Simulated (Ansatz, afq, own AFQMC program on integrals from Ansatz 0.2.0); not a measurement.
Integrals from Ansatz 0.2.0, then the random walk in our own AFQMC program (afq).

```yaml
crystal:
  periodic: [false, false, false]
  atoms:
    - {symbol: Ge, position_ang: [0.000000, 0.000899, 0.685381]}
    - {symbol: Al, position_ang: [0.000000, 0.001025, -1.793332]}
    - {symbol: H, position_ang: [0.000000, 1.409025, 1.310315]}
    - {symbol: H, position_ang: [1.232737, -0.738751, 1.246452]}
    - {symbol: H, position_ang: [-1.232737, -0.738751, 1.246452]}
    - {symbol: H, position_ang: [0.000000, 1.358175, -2.617361]}
    - {symbol: H, position_ang: [0.000000, -1.381914, -2.574090]}
basis:
  gaussian: {orbitals: cc-pVDZ}
magnetization: {spin_polarized: false}
correlation: {method: ccsd_t, electrons: outside_noble_gas, hamiltonian_folder: ham}
```

```sh
$ ansatz run in.yaml --threads 1 --pin off --events-out ev --progress --plain --max-ram 1843MiB
```

afq runs on the folder ham with

```
--method phaseless --trial cisd --walkers 60 --populations 1 --least-time 40 --time-step 0.005 --steps-per-block 50 --equilibration-blocks 28 --max-blocks 300 --target-error 0.00042 --factor-cut 1e-05 --seed 8848 --release-times 0.24,0.51,0.99,1.62,2.4 --release-step 0.03 --release-every 4 --taylor-order 6
```

Times are imaginary, in 1/Eh. The walk had a cap of 1369 s. Filled inner d shells are frozen with the cores.

Log:

```
orbitals 51  electrons 6 6  factors 415 of 721
reference energy -2320.13844801 Eh
CCSD correlation -0.21418325 Eh in 9 cycles, weight of the determinant in the CISD state 0.8748
energy of the start -2320.352631 Eh
 block  time / (1/Eh)  mean weight  energy / Eh
     1     0.250  0.9988  -2320.348783
     2     0.500  1.0018  -2320.349089
     3     0.750  1.0006  -2320.350907
     4     1.000  1.0009  -2320.351552
     5     1.250  0.9998  -2320.352435
    10     2.500  1.0014  -2320.355249
    29     7.250  1.0020  -2320.360151
    49    12.250  1.0019  -2320.353962
    69    17.250  0.9992  -2320.360434
    73    18.250  0.9995  -2320.363717
    89    22.250  0.9989  -2320.356086
   109    27.250  1.0007  -2320.357629
   129    32.250  1.0005  -2320.356975
   149    37.250  1.0015  -2320.358900
   169    42.250  1.0004  -2320.354541
   185    46.250  1.0008  -2320.359312
blocks merged  error / Eh  count
     1  0.000176  160
     2  0.000222  80
     4  0.000281  40
     8  0.000302  20
    16  0.000335  10
released: time / (1/Eh)  energy / Eh  error  mean overlap
  0.24  -2320.358516  0.000390  1.0023
  0.51  -2320.358626  0.000283  0.9940
  0.99  -2320.358759  0.000332  0.9877
  1.62  -2320.358348  0.000369  1.0115
  2.40  -2320.358894  0.000651  0.9892
energy -2320.358238 +/- 0.000302 Eh
(rows thinned)
```

The run passed its tests (sampling time, drift between the halves within three errors, error under three times the target), which doesn't prove that it has relaxed.

Against this walk (error 8.2 meV) on the same determinant: CCSD(T) 33.2 meV higher, CCSDT(Q) 1.9 meV higher (within the noise). The error is statistical and leaves out the bias of the constraint. Released to 1.62 1/Eh the energy moves by -3 ± 13 meV (both errors), within twice the noise.

Cautions: constraint bias not in the error; no relativity below Rb; no spin-orbit coupling; inner d shell frozen.

The walk took 3.4 min on 1 thread of AMD EPYC 9R45 96-Core Processor (Zen 5), on a shared host. The log's last line is the phaseless energy.

CCSDT and higher add their correlation energy to the determinant of the CCSD(T) run, since their own runs factorise the integrals more tightly (a shift of under 2 meV). A walk keeps the symmetry of its determinant, which the program's search chose and which needn't be the lowest solution, so a lower state of the same spin and another symmetry isn't excluded.
